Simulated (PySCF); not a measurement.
## Relaxation of triplet C(OH)2

All numbers come from UPBE0 in PySCF with C def2-TZVP, O def2-TZVP, H def2-TZVP; no relativity; density-fitted integrals. A (50,194) grid was used.

A start displaced from a saddle point along its imaginary mode, of C2 symmetry, held to at least that symmetry:

Coordinates in bohr (charge 0 multiplicity 3):
```
C     0.0000    0.2268    0.0000
O     0.2564   -0.0792    2.6081
O    -0.2564   -0.0792   -2.6081
H    -1.4233   -0.0931    3.3983
H     1.4233   -0.0931   -3.3983
```

(1) What forces act on the atoms at the start (eV/Å)?

(2) What does it relax to?

(3) How much energy is released, and in how many steps?

Results:

(1) 
```tsv
atom	Fx	Fy	Fz
C1	0.00	4.96	0.00
O2	-0.45	-2.33	-1.40
O3	0.45	-2.33	1.40
H4	0.40	-0.15	-0.39
H5	-0.40	-0.15	0.39
```

(2) It ends at C2 with C–O 1.339 Å (×2), O–H 0.968 Å (×2); C–O–H 110.8° (×2), O–C–O 124.4°. A frequency run shows a minimum.

(3) 164.0 kJ/mol in 9 steps.

At this level a singlet minimum of Cs symmetry lies 219 kJ/mol below this structure.
